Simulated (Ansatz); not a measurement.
Cost and result for the atomization energy of `C[BH][AlH2]` (9 atoms, 8 bonds).

Z-matrix (Å, degrees):
```
C
B 1 1.558
H 1 1.094 2 114.3
H 1 1.091 2 117.4 3 130.8
H 1 1.106 2 102.6 3 -113.0
Al 2 2.128 1 127.0 3 -149.9
H 2 1.207 1 115.2 3 34.1
H 6 1.597 2 121.8 1 -85.9
H 6 1.596 2 121.4 1 95.4
```

Total charge 0; spin multiplicity 1. The structure was optimised at the PBE0-D4/def2-TZVP level. Program: Ansatz. All runs use 2 threads of an AMD EPYC 9R45 on a shared host. Times are those of one run each, without the atoms' runs, and a repeat can differ threefold. Electronic energies, without spin–orbit coupling; frozen cores. CCSD(T)/CBS adds CCSD(T) − MP2 in def2-TZVPP to the MP2 limit, and its time is that of the two runs behind it. T1 = 0.011. B3LYP takes the VWN-RPA correlation (the form of Gaussian; ORCA's B3LYP/G).

CCSD(T)/CBS is a level of theory with its own doubt, some kJ/mol a heavy atom from the limit and from the frozen cores, so smaller differences don't rank the functionals.

| level | functions | wall time | atomization (kcal/mol) | difference from CCSD(T)/CBS | per bond |
| --- | --- | --- | --- | --- | --- |
| LDA (SPW92)/def2-TZVPP | 188 | 0.55 s | 756.4 | 76.1 | 9.5 |
| revPBE-D4/def2-TZVPP | 188 | 0.75 s | 672.9 | -7.4 | -0.9 |
| CCSD(T)/def2-SVP | 76 | 0.75 s | 653.1 | -27.2 | -3.4 |
| BLYP-D4/def2-TZVPP | 188 | 0.85 s | 677.1 | -3.2 | -0.4 |
| BHLYP-D4/def2-TZVPP | 188 | 1 s | 675.6 | -4.7 | -0.6 |
| PBE-D4/def2-TZVPP (with forces) | 188 | 1.1 s | 684.2 | 3.9 | 0.5 |
| B3LYP-D4/def2-TZVPP (with forces) | 188 | 1.3 s | 684.4 | 4.1 | 0.5 |
| B2PLYP/def2-TZVPP | 188 | 1.7 s | 675.8 | -4.5 | -0.6 |
| PBE-QIDH/def2-TZVPP | 188 | 1.8 s | 678.3 | -2.0 | -0.3 |
| B97M-V/def2-TZVPP | 188 | 2.8 s | 692.2 | 11.9 | 1.5 |
| MP2/def2-QZVPP | 364 | 6 s | 674.8 | -5.5 | -0.7 |
| CCSD(T)/def2-TZVPP | 188 | 9.5 s | 666.5 | -13.8 | -1.7 |
| CCSD(T)/CBS(def2) | – | 16 s | 680.3 | 0.0 | 0.0 |

At CCSD(T), def2-SVP lies −27.2 kcal/mol from the extrapolated value and def2-TZVPP −13.8 kcal/mol: correlation converges slowly with the basis, and small sets miss more of it in the bonded molecule than in its fragments. In def2-TZVPP, CCSD(T) changes the Hartree–Fock value by +134.1 kcal/mol (the triples alone add +5.5 kcal/mol) and MP2 by +134.2 kcal/mol; breaking electron pairs costs correlation energy, which Hartree–Fock lacks. From PBE to PBE0 (25 % exact exchange), in def2-TZVPP and without D4, the atomization energy moves by −2.5 kcal/mol: exact exchange takes away binding that semilocal exchange gives to molecules.
